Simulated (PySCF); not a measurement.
How methods differ on the ionisation energy of O

O [He] 2s2 2p4 [2p1/2^2 2p3/2^2, M_J = 2] → O⁺ [He] 2s2 2p3 [2p1/2^2 2p3/2^1, M_J = 3/2], as a difference of total energies. Calculation: PySCF 2.14, in x2c-SVPall-2c (3s2p1d, 14 functions); the two-component X2C-1e Hamiltonian. Correlated levels: 1s2 frozen. "Screened" scales the spin-orbit matrix elements by Boettger's factors to mimic the two-electron term; Breit and QED terms are absent.

| method | ionisation energy (eV) |
| --- | --- |
| GHF (spin-free) | 12.008 |
| GMP2 (spin-free) | 12.952 |
| GHF (screened spin-orbit) | 12.017 |
| GMP2 (screened spin-orbit) | 12.961 |

Problem. How much does correlation contribute at GMP2 (screened spin-orbit)?

Solution. 12.961 − (12.017) = 0.944 eV, measured against GHF (screened spin-orbit).

Errors of the correlated levels include the incompleteness of this basis and the frozen core.

The labels give the starting determinants; with spin-orbit coupling the two ends relaxed to ⟨J²⟩ = 6.01, ⟨L²⟩ = 2.00, ⟨S²⟩ = 2.01 and ⟨J²⟩ = 3.76, ⟨L²⟩ = 0.00, ⟨S²⟩ = 3.76.

For comparison: 13.618 eV (measured; NIST Atomic Spectra Database, ionization energies).
